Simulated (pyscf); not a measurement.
Cl–TiH(Cl)–Cl + NH₃ → H₂N–Ti(Cl)(Cl)–Cl + H₂ (four-centre exchange; singlet surface; H–Ti, H–N broken, N–Ti, H–H formed). PySCF, gas phase, ωB97X-D3(BJ)/def2-SVP geometries. Energies in kcal/mol from the separated reactants.

```json
[
 {"level": "ωB97X-D3(BJ)/def2-TZVP", "barrier": "9.9", "reaction energy": "-22.7"},
 {"level": "PBE/def2-TZVP", "barrier": "…", "reaction energy": "-22.9"},
 {"level": "B3LYP-D3(BJ)/def2-TZVP", "barrier": "…", "reaction energy": "…"},
 {"level": "PBE0-D3(BJ)/def2-TZVP", "barrier": "6.6", "reaction energy": "-22.1"},
 {"level": "M06-2X/def2-TZVP", "barrier": "11.6", "reaction energy": "-22.7"},
 {"level": "ωB97M-D3(BJ)/def2-TZVP", "barrier": "12.8", "reaction energy": "-19.8"}
]
```

### Question
Complete the blanks.

### Answer

- PBE/def2-TZVP, barrier: 5.1
- B3LYP-D3(BJ)/def2-TZVP, barrier: 9.0
- B3LYP-D3(BJ)/def2-TZVP, reaction energy: -23.0

The functionals in the table span 7.7 kcal/mol in this barrier, from PBE to ωB97M-D3(BJ). On the reactant side the descent ends in an adduct with a N–Ti contact (not fully relaxed), 25.7 kcal/mol under the separated species and 35.6 kcal/mol under the saddle at ωB97X-D3(BJ)/def2-TZVP. What is counted as formed (N–Ti) is already present as a longer contact in the reactant adduct; forming that adduct is a step of its own. At the saddle there is also a short H–Ti contact that neither side keeps. This is the saddle that the search found; another between the same sides may lie lower.
